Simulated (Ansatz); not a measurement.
Litharge SnO, treated with PBE (PAW; Ansatz, an electronic-structure program).

Numerical settings: plane-wave cutoff 500 eV, 10×10×8 k mesh (along the axes of the cell as run), Fermi–Dirac smearing 0.05 eV, scalar-relativistic PAW data made under PBE.

Cell (relaxed at this level):

Space group P4/nmm, origin choice 1 (No. 129); a = b = 3.8671 Å, c = 5.0726 Å, α = β = γ = 90.00°

```csv
atom,site,symmetry,x,y,z
Sn,2c,4mm,0.0000,0.5000,0.2285
O,2a,-4m2,0.0000,0.0000,0.0000
```

Question: Estimate the band gap that the calculation returns.

Answer: 
band gap: 0.50 eV (on the SCF k mesh)

Measured, for comparison: band gap 0.7 eV (temperature not stated, not corrected to a static lattice; as tabulated in Waroquiers et al. (2013), arXiv:1302.6756).

Note: the cell comes from a level without a dispersion term, which matters for the spacing of layers, chains or molecules; the cell has widely spaced layers and the level no dispersion term, so their spacing and the moduli can rest on weak binding.

Spin–orbit coupling is not included.

Static lattice: no zero-point or thermal effects.

Computing time: about 110 core-seconds (a rough figure).
